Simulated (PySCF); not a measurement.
A structure optimised at B3LYP-D3(BJ)/def2-TZVP, used in a PySCF frequency run:

```xyz
4

Al     0.0000     0.0000     0.0000
F     -1.6342     0.0000     0.0000
F      0.8171     1.4152     0.0000
F      0.8171    -1.4152     0.0000
```
Charge 0, spin multiplicity 1.

Task: Write its SMILES, formula and point group.

Result: [F][Al]([F])[F], AlF3, D3h

Task: What are its rotational constants (standard atomic weights)?

Result: 6.6407, 6.6407, 3.3203 GHz
